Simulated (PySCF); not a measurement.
# Basis-set dependence of BS at r²SCAN

PySCF, UKS reference; doublet, unpaired electrons σ ↑; De to B + S without counterpoise correction.

```tsv
basis	relativity	functions	Re (Å)	ωe (cm⁻¹)	De (eV)	μ (D)
STO-3G	no relativity	14	1.582	1383	8.11	-0.53
def2-SVP	no relativity	32	1.619	1210	6.31	-0.88
def2-SVPD	no relativity	47	1.620	1201	6.25	-0.97
x2c-TZVPPall	spin-free X2C	73	1.612	1193	6.20	-0.83
```

(1) How does each smaller set differ from the one with most functions, x2c-TZVPPall?

A positive dipole means B(−)S(+). STO-3G is very small, so such numbers show the basis as much as the molecule. The state is the lowest determinant that a PBE0 search found; another state may lie lower at other levels.

Results:

(1) STO-3G: -3.0 pm, +15.9 % in ωe, +1.91 eV in De; def2-SVP: +0.7 pm, +1.4 % in ωe, +0.11 eV in De; def2-SVPD: +0.8 pm, +0.7 % in ωe, +0.05 eV in De. All at r²SCAN; the set with most functions is neither the basis-set limit nor always the best. The rows treat relativity differently, so the differences are not basis effects alone.
